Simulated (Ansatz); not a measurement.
## One arrangement of a pair

The pair of H₂O (SMILES O, atoms 1–3) and CH₅N (SMILES CN, atoms 4–10), both closed shells, in one local arrangement (a lower one may exist), relaxed at PBE0-D4/def2-TZVP:

O1  (-0.451, -0.065, -2.217)
H2  (0.171, -0.200, -2.933)
H3  (0.084, -0.086, -1.398)
C4  (-0.516, 0.122, 1.106)
N5  (0.735, -0.063, 0.379)
H6  (-0.404, 0.174, 2.196)
H7  (-1.193, -0.700, 0.868)
H8  (-0.996, 1.040, 0.764)
H9  (1.194, -0.918, 0.666)
H10  (1.376, 0.696, 0.570)
(Å)

Program: Ansatz 0.2.0. Basis: def2-TZVPPD, with def2-QZVPPD for the basis limit. Cores are frozen in the correlated methods. B3LYP uses VWN-RPA correlation. Extrapolation: Hartree–Fock as exp(−7.88 √X), correlation as X^−2.97. Interaction energies count from these two fragments, frozen as in the pair, with the counterpoise correction; negative means bound.

Task: What is the interaction energy by CCSD(T) at an estimated basis limit (MP2 extrapolated from triple and quadruple zeta, plus CCSD(T) − MP2 in triple zeta)? (To be estimated.)

Result: Computed: -7.40 kcal/mol. Hartree–Fock alone gives -4.50 kcal/mol at the basis limit. It counts from the two fragments frozen as in the pair.

The same quantity by other methods in triple zeta, and each one's difference from that estimate:
```json
{"method": "PBE-D4", "E_int (kcal/mol)": "-8.25", "difference": "-0.85"}
{"method": "revPBE-D4", "E_int (kcal/mol)": "-7.38", "difference": "0.02"}
{"method": "BLYP-D4", "E_int (kcal/mol)": "-7.52", "difference": "-0.12"}
{"method": "r2SCAN-D4", "E_int (kcal/mol)": "-7.96", "difference": "-0.57"}
{"method": "B97M-V", "E_int (kcal/mol)": "-7.11", "difference": "0.29"}
{"method": "PBE0-D4", "E_int (kcal/mol)": "-8.04", "difference": "-0.64"}
{"method": "B3LYP-D4", "E_int (kcal/mol)": "-7.70", "difference": "-0.30"}
{"method": "HSE06-D4", "E_int (kcal/mol)": "-8.01", "difference": "-0.61"}
{"method": "wB97X-V", "E_int (kcal/mol)": "-7.45", "difference": "-0.05"}
{"method": "wB97M-V", "E_int (kcal/mol)": "-7.34", "difference": "0.06"}
{"method": "B2PLYP", "E_int (kcal/mol)": "-6.84", "difference": "0.56"}
{"method": "HF", "E_int (kcal/mol)": "-4.50", "difference": "2.89"}
{"method": "MP2", "E_int (kcal/mol)": "-7.13", "difference": "0.27"}
{"method": "CCSD", "E_int (kcal/mol)": "-6.47", "difference": "0.93"}
{"method": "CCSD(T)", "E_int (kcal/mol)": "-6.91", "difference": "0.49"}
```
Differences are method less estimate.

Task: Which atoms make the shortest contact between the fragments?

Result: H3 and N5, 1.89 Å apart.

Energy to bend the free fragments (PBE0-D4 minima) into their shapes in the pair, CCSD(T)/def2-TZVPPD: H₂O 0.23 kcal/mol; CH₅N -0.03 kcal/mol. This must be added to the interaction energy to get the binding energy from relaxed fragments.

Basis-set superposition shift (counterpoise-corrected less uncorrected): CCSD(T) 0.62; MP2 0.64; HF 0.07; PBE0-D4 0.09; wB97M-V 0.11 kcal/mol.

No T1 diagnostic of these runs exceeds 0.011.

For scale, one of the runs: CCSD(T)/def2-TZVPPD, 233 basis functions, launched by `ansatz run in.yaml --threads 4 --pin off --events-out ev --progress --plain --max-ram 9574MiB`. Time: 17 s of wall clock on 4 CPU threads of an Intel Xeon 6975P-C; the host was shared. Peak host memory: 4.7 GiB.
